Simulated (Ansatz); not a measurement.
Molecule (SMILES): [C-]#[NH+] (C-NH).
Atoms: C1, N2, H3. Bonds: C1-N2, N2-H3.

How fast the optimised C1-N2 bond length converges with the basis for several methods (Ansatz, a first-principles code): deviation from each method's own reference, in Å. References: CCSD(T) 1.1721 Å, the value in def2-QZVPP; HF 1.1438 Å, the value in aug-pcseg-3; MP2 1.1736 Å, the value in aug-cc-pVQZ; PBE 1.1746 Å, the value in aug-pcseg-3; PBE0 1.1624 Å, the value in aug-pcseg-3. All functions are spherical. In correlated methods cores are frozen. No added dispersion term, no relativity. The reference of a correlated method is not its basis-set limit, which lies further on.

```
basis              functions  CCSD(T)          HF      MP2     PBE    PBE0
-----------------  ---------  -------  ----------  -------  ------  ------
def2-SVP                  33   0.0100  (withheld)   0.0088  0.0096  0.0090
6-311G**                  42   0.0086  (withheld)   0.0072  0.0053  0.0053
def2-TZVP                 68   0.0022  (withheld)   0.0014  0.0010  0.0010
cc-pVTZ                   74   0.0033  (withheld)   0.0027  0.0016  0.0016
def2-TZVPPD               91   0.0028  (withheld)   0.0021  0.0010  0.0011
6-311++G(3df,3pd)         96   0.0026  (withheld)   0.0018  0.0011  0.0011
aug-cc-pVTZ              115   0.0037  (withheld)   0.0032  0.0013  0.0014
def2-QZVPP               144   0.0000  (withheld)  -0.0003  0.0002  0.0002
```

Task: Complete the blanks.

Result: 
- def2-SVP, HF: 0.0079
- 6-311G**, HF: 0.0052
- def2-TZVP, HF: 0.0011
- cc-pVTZ, HF: 0.0019
- def2-TZVPPD, HF: 0.0012
- 6-311++G(3df,3pd), HF: 0.0012
- aug-cc-pVTZ, HF: 0.0017
- def2-QZVPP, HF: 0.0004

Mean absolute deviation over 6-311G**, def2-TZVP, cc-pVTZ, def2-TZVPPD, 6-311++G(3df,3pd), aug-cc-pVTZ: PBE 0.0019, PBE0 0.0019, HF 0.0021, MP2 0.0030, CCSD(T) 0.0039 Å.
